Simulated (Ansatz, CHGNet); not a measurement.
**hcp Tl: properties by level of theory**

Reference values: lattice constant a 3.457 Å (measured, 293 K, not corrected to a static lattice; as tabulated in Wikipedia's data pages); lattice parameter c 5.525 Å (measured, 293 K, not corrected to a static lattice; as tabulated in Wikipedia's data pages).

```
level (code)            lattice parameter a (Å)  c axis length (Å)
----------------------  -----------------------  -----------------
CHGNet-r²SCAN (CHGNet)                        …              5.662
LDA (Ansatz)                              3.407              5.428
PBE0 (Ansatz)                             3.514              5.628
```

Problem. Complete the blanks.

Solution. 
- CHGNet-r²SCAN (CHGNet), lattice parameter a (Å): 3.498

Differences from the reference values (errors of the level alone only where the reference is corrected to a static lattice):

| level | lattice constant a (%) | lattice parameter c (%) |
|---|---|---|
| CHGNet-r²SCAN | +1.19 | +2.48 |
| LDA | -1.45 | -1.76 |
| PBE0 | +1.65 | +1.86 |

Nearest: lattice constant a, not ranked (reference at room or unstated temperature); lattice parameter c, not ranked (reference at room or unstated temperature).

Machine-learned potentials (CHGNet-r²SCAN) are trained on DFT data, which may include these solids.

Ansatz's density-functional and Hartree–Fock values are scalar-relativistic unless marked +SOC, with PAW data made under PBE.

Differences are worked out from the printed values.

Computed values are for the static lattice.

Ansatz is a first-principles code.
